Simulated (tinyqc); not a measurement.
Inside a calculation. Method: Pariser-Parr-Pople SCF with singles CI, for the molecule c1cc[nH]c1 (SMILES; centres numbered as the heavy atoms are written). Computed by tinyqc, a small Python program that keeps every step. Settings: charge = 0, gamma = MN, start = core, damping = 0.5, iteration cap = 68, excitations kept = 4. Command: `OMP_NUM_THREADS=1 python tinyqc.py 31565 31566 out.jsonl` (the two numbers bound the seeds that draw the settings). One thread of a shared host (Intel(R) Xeon(R) Processor @ 2.60GHz), about 0.02 s of CPU time with the checks. Later iterations appear only in the table of the cycle.

## PPP integrals

Centres (angstrom, eV; a flat drawing with bonds scaled to 1.40 angstrom):
```
centre        x        y  core charge z        W  gamma_rr
1C       1.1910   0.0000              1  10.6100    9.8600
2C       0.3680   1.1330              1  10.6100    9.8600
3C      -0.9630   0.7000              1  10.6100    9.8600
4N      -0.9630  -0.7000              2  21.9600   14.8500
5C       0.3680  -1.1330              1  10.6100    9.8600
```

Resonance integrals (eV):
```
i  j     beta
1  2  -2.3900
2  3  -2.3900
3  4  -2.2400
4  5  -2.2400
5  1  -2.3900
```

Mataga-Nishimoto: gamma = 14.399645/(R + a), a = 2 x 14.399645/(gamma_rr + gamma_ss); H_rr = -W_r - sum_(s != r) z_s gamma_rs; H_rs = beta for bonds.

repulsion gamma_rs (eV):
```
        1C      2C      3C       4N      5C
1C  9.8600  5.0335  3.8654   4.1977  5.0335
2C  5.0335  9.8600  5.0347   4.1972  3.8642
3C  3.8654  5.0347  9.8600   5.6128  3.8650
4N  4.1977  4.1972  5.6128  14.8500  5.6136
5C  5.0335  3.8642  3.8650   5.6136  9.8600
```

core matrix H (eV):
```
          1C        2C        3C        4N        5C
1C  -32.9377   -2.3900    0.0000    0.0000   -2.3900
2C   -2.3900  -32.9368   -2.3900    0.0000    0.0000
3C    0.0000   -2.3900  -34.6007   -2.2400    0.0000
4N    0.0000    0.0000   -2.2400  -41.5813   -2.2400
5C   -2.3900    0.0000    0.0000   -2.2400  -34.5998
```

## Starting guess

pi electrons, sum of z_r less the charge = 6

Orbitals of the core matrix H.

P at the start:
```
         1C       2C       3C       4N       5C
1C   0.8718   0.5184   0.0562  -0.2024   0.8190
2C   0.5184   0.8715   0.8189  -0.2025   0.0563
3C   0.0562   0.8189   1.1957   0.2904  -0.4512
4N  -0.2024  -0.2025   0.2904   1.8656   0.2905
5C   0.8190   0.0563  -0.4512   0.2905   1.1953
```

## Iteration 1: Fock matrix

F_rr = H_rr + P_rr gamma_rr / 2 + sum_(s != r) P_ss gamma_rs; F_rs = H_rs - P_rs gamma_rs / 2; E = tr P (H + F) / 2 + core repulsion sum_(r<s) z_r z_s gamma_rs.

F (eV):
```
         1C       2C       3C       4N       5C
1C  -5.7830  -3.6946  -0.1086   0.4249  -4.4511
2C  -3.6946  -5.7825  -4.4515   0.4249  -0.1087
3C  -0.1086  -4.4515  -5.8568  -3.0551   0.8719
4N   0.4249   0.4249  -3.0551  -6.9901  -3.0554
5C  -4.4511  -0.1087   0.8719  -3.0554  -5.8566
```

pi energy = -79.5005 eV

## Iteration 1: orbitals and new P

Diagonalise F (the basis is taken as orthonormal) and form P = 2 sum c c over the lowest orbitals; 0.5 of the old P is kept.

orbital energies (eV): -13.0045  -9.3320  -8.6044  0.1566  0.5153

P after iteration 1:
```
         1C       2C       3C       4N       5C
1C   0.9897   0.5486  -0.0399  -0.2410   0.7825
2C   0.5486   0.9895   0.7825  -0.2410  -0.0398
3C  -0.0399   0.7825   1.1687   0.4173  -0.3904
4N  -0.2410  -0.2410   0.4173   1.6836   0.4174
5C   0.7825  -0.0398  -0.3904   0.4174   1.1685
```

## Iteration 2: Fock matrix

As before.

F (eV):
```
         1C       2C       3C       4N       5C
1C  -5.6115  -3.7707   0.0770   0.5058  -4.3595
2C  -3.7707  -5.6111  -4.3599   0.5057   0.0769
3C   0.0770  -4.3599  -6.0657  -3.4110   0.7544
4N   0.5058   0.5057  -3.4110  -7.6540  -3.4114
5C  -4.3595   0.0769   0.7544  -3.4114  -6.0659
```

pi energy = -80.3821 eV

## Iteration 2: orbitals and new P

As before.

orbital energies (eV): -13.1621  -9.4179  -9.2640  0.0788  0.7572

P after iteration 2:
```
         1C       2C       3C       4N       5C
1C   1.0481   0.5723  -0.0901  -0.2607   0.7571
2C   0.5723   1.0480   0.7571  -0.2606  -0.0901
3C  -0.0901   0.7571   1.1631   0.4870  -0.3612
4N  -0.2607  -0.2606   0.4870   1.5778   0.4871
5C   0.7571  -0.0901  -0.3612   0.4871   1.1630
```

## Iteration 3: Fock matrix

As before.

F (eV):
```
         1C       2C       3C       4N       5C
1C  -5.5226  -3.8302   0.1742   0.5471  -4.2954
2C  -3.8302  -5.5223  -4.2959   0.5469   0.1741
3C   0.1742  -4.2959  -6.1880  -3.6068   0.6980
4N   0.5471   0.5469  -3.6068  -8.0110  -3.6071
5C  -4.2954   0.1741   0.6980  -3.6071  -6.1884
```

pi energy = -80.8783 eV

## Iteration 3: orbitals and new P

As before.

orbital energies (eV): -13.3331  -9.5515  -9.4587  0.0306  0.8803

P after iteration 3:
```
         1C       2C       3C       4N       5C
1C   1.0767   0.5900  -0.1164  -0.2700   0.7395
2C   0.5900   1.0766   0.7395  -0.2700  -0.1164
3C  -0.1164   0.7395   1.1648   0.5254  -0.3485
4N  -0.2700  -0.2700   0.5254   1.5170   0.5255
5C   0.7395  -0.1164  -0.3485   0.5255   1.1648
```

## Convergence

Stop when output and input P, before any damping, agree to 1e-7.

Course of the cycle:
```
iteration      E (eV)  largest |P(out) - P(in)|
1          -79.500535                  3.64e-01
2          -80.382053                  2.11e-01
3          -80.878330                  1.22e-01
4          -81.145204                  7.00e-02
5          -81.285425                  4.04e-02
6          -81.358210                  2.36e-02
7          -81.395746                  1.39e-02
8          -81.415037                  8.34e-03
9          -81.424931                  5.07e-03
10         -81.430001                  3.58e-03
11         -81.432598                  2.56e-03
...               ...                       ...
32         -81.435322                  2.36e-06
33         -81.435322                  1.69e-06
34         -81.435322                  1.21e-06
35         -81.435322                  8.70e-07
36         -81.435322                  6.24e-07
37         -81.435322                  4.48e-07
38         -81.435322                  3.21e-07
39         -81.435322                  2.31e-07
40         -81.435322                  1.65e-07
41         -81.435322                  1.19e-07
42         -81.435322                  8.51e-08
```

Converged in 42 iterations.

## Converged orbitals

Charges are z - P_rr.

orbital energies (eV): -13.6318  -9.8471  -9.4825  -0.0481  1.0048

coefficients:
```
       MO1      MO2      MO3      MO4      MO5
1C  0.3361  -0.5670  -0.3415  -0.2559  -0.6193
2C  0.3361  -0.5673   0.3409  -0.2556   0.6194
3C  0.4547   0.0252   0.6194   0.5408  -0.3413
4N  0.6004   0.5962   0.0003  -0.5330   0.0001
5C  0.4548   0.0258  -0.6193   0.5409   0.3411
```

pi charges: 1C -0.1020, 2C -0.1019, 3C -0.1821, 4N 0.5681, 5C -0.1821

## Singles CI, singlets

Over the 4 single excitations with the smallest orbital gaps: A = (e_a - e_i) delta + 2 (ia|jb) - (ij|ab), with (pq|rs) = sum c_mp c_mq gamma_mn c_nr c_ns. f = 2/3 w |mu|^2 in atomic units, mu = sqrt2 sum c_ia sum_m c_mi c_ma R_m.

singlet CI matrix (eV):
```
         3>4      2>4      3>5      2>5
3>4   6.1380   0.0004   0.0005  -0.3635
2>4   0.0004   6.5212   0.7204  -0.0002
3>5   0.0005   0.7204   7.0042  -0.0001
2>5  -0.3635  -0.0002  -0.0001   7.3073
```

singlet excitation energies (eV): 6.0029  6.0342  7.4111  7.5225

oscillator strengths: 0.0408  0.2349  0.5764  0.9179

## Singles CI, triplets

Over the 4 single excitations with the smallest orbital gaps: A = (e_a - e_i) delta - (ij|ab), with (pq|rs) = sum c_mp c_mq gamma_mn c_nr c_ns.

triplet CI matrix (eV):
```
         3>4      2>4      3>5      2>5
3>4   3.5735  -0.0002  -0.0001  -0.3386
2>4  -0.0002   3.8606  -0.3386   0.0003
3>5  -0.0001  -0.3386   5.0715  -0.0001
2>5  -0.3386   0.0003  -0.0001   4.8951
```

triplet excitation energies (eV): 3.4918  3.7724  4.9768  5.1597
